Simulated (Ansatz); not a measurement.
# Worked example: correlation energy of HAl–AsH2⁺, triplet

Geometry: that of the HAl–AsH2, doublet, kept fixed.

```xyz
5

Al    0.0310   -0.1318    1.7902
As   -0.0369    0.0362   -0.6598
H    -0.0461    1.2703    2.5728
H     1.2571    0.8436   -0.5890
H     0.7028   -1.2772   -0.8626
```

Basis cc-pVDZ; Ansatz 0.2.0. Only valence electrons are correlated (noble-gas cores and the filled d shells of p-block atoms frozen), which leaves 10 electrons in 41 orbitals. R marks a restricted (for open shells ROHF) determinant, U an unrestricted one. No spin–orbit coupling is included, and no scalar relativity.

Full CI isn't at hand for all of this; UCCSDT(Q) serves as the reference, and is uncertain by the last step of the cluster series or more.

UCCSD has a T1 diagnostic of 0.025 and a largest doubles amplitude of 0.04.

Runs differ by some tens of microhartree through their thresholds and, for an open shell, their frozen cores, so steps under 0.03 kcal/mol mean nothing.

```
    level  total energy (hartree)
      UHF            -2477.498444
     UMP2            -2477.633306
    UCCSD            -2477.670133
 UCCSD(T)            -2477.674779
   UCCSDT            -2477.676034
UCCSDT(Q)            -2477.676235
```

Task: What is the correlation energy at UCCSDT(Q), and what share of it do UMP2 and UCCSDT recover?

Result: E(corr) = -2477.676235 − (-2477.498444) = -0.177791 hartree = -4.838 eV. UMP2: -0.134862 / -0.177791 = 75.85 %. UCCSDT: -0.177590 / -0.177791 = 99.89 %.

Task: By how many kcal/mol does UCCSD(T) miss UCCSDT(Q) (1 hartree = 627.509 kcal/mol), and which steps make up the rest?

Result: -2477.674779 − (-2477.676235) = 0.001456 hartree = 0.91 kcal/mol. Steps: UCCSDT − UCCSD(T) = -0.79, UCCSDT(Q) − UCCSDT = -0.13 kcal/mol. Differences between like states or geometries often cancel part of this.
